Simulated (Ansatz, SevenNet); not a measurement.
Rock-salt GdN, bulk modulus

Reference value: 192 ± 35 GPa (measured, temperature not stated, not corrected to a static lattice; as tabulated in Doll (2008), arXiv:0801.3152).

What do SevenNet-l3i5, LDA, PBE, PBEsol, r²SCAN, HSE06, PBE0 give, and how far is each from the reference?


```tsv
level (code)	value (GPa)	cell (Å³/atom)	difference (%)
SevenNet-l3i5	152	15.52	-21
LDA (Ansatz)	170	14.54	-11.5
PBE (Ansatz)	147	15.48	-23
PBEsol (Ansatz)	159	14.91	-17.2
r²SCAN (Ansatz)	159	15.38	-17.2
HSE06 (Ansatz)	160	15.41	-16.7
PBE0 (Ansatz)	162	15.43	-15.6
```

The reference's temperature isn't stated, so close values are not ranked against it. Within the reference's own bar: LDA, PBEsol, r²SCAN, HSE06, PBE0.

The measured value isn't corrected to a static lattice, so vibrations enter the comparison. A static lattice is as a rule stiffer than a warm one, by over a tenth in soft solids. Spin-polarised runs: LDA (parallel moments), PBE (parallel moments), PBEsol (parallel moments), r²SCAN (parallel moments), HSE06 (parallel moments), PBE0 (parallel moments). LDA, PBE, PBEsol, r²SCAN: the 4f shell is treated without U or exact exchange, so its levels and filling can be wrong. HSE06, PBE0: the state of the 4f shell is in doubt. Each level is taken at its own relaxed cell. Cutoffs and k meshes differ between the levels. Ansatz's density-functional and Hartree–Fock values are scalar-relativistic unless marked +SOC, with PAW data made under PBE.

Machine-learned potentials (SevenNet-l3i5) are trained on DFT data: a solid inside that data is no test of them.

Differences are worked out from the printed values.

Ansatz is a program for electronic structure.
